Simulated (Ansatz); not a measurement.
Nb (bcc, W type): values from a third-order Birch-Murnaghan fit to a volume scan beside measured ones. Computed values: r2SCAN (plane waves to 500 eV, PAW, scalar-relativistic; Ansatz, a first-principles code). Nb is run without spin polarisation. Nb was relaxed with its symmetry unable to fall. The PAW data are Ansatz's earlier set.

| quantity | reference | kind | r2SCAN | difference |
|---|---|---|---|---|
| Lattice constant a (Å) | 3.294 | measured, corrected to the static lattice | 3.303 | +0.3 % |
| Bulk modulus B₀ (GPa) | 173.2 | measured, corrected to the static lattice | 174 | +0.4 % |

For the lattice constant a it lies within 0.3 % of the reference. For the bulk modulus B₀ it lies within 5 % of the reference.

References as given in: Daniel Mejia-Rodriguez, S. B. Trickey, Physical Review B (2018), arXiv:1807.09216.

(A scan under strain: stresses follow from slopes of the energy per volume, elastic moduli from its curvatures.)
